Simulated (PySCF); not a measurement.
# Stationary points of SF₅⁺

Level of theory: PySCF, PBE0, basis S def2-SVP, F def2-SVP (no relativity, density fitting).

Relaxations began from a few typed shapes. The search is not exhaustive: other isomers or separated fragments can lie lower, and high-lying points may rest on an excited occupation.

Which is the lowest minimum found?
A. singlet D3h: S–F 1.528 Å (×3), S–F 1.549 Å (×2); F–S–F 90.0° (×6), F–S–F 120.0° (×3), F–S–F 180.0°
B. singlet C4v: S–F 1.512 Å, S–F 1.545 Å (×4); F–S–F 87.8° (×4), F–S–F 101.4° (×4), F–S–F 157.1° (×2)

A. The others lie at 11.7 (singlet C4v, a saddle point) kJ/mol above it.

Counting electrons, sulfur keeps none of its valence electrons outside its bonds, so the VSEPR class is AX5 and the expected shape is trigonal bipyramidal (D3h), as computed.
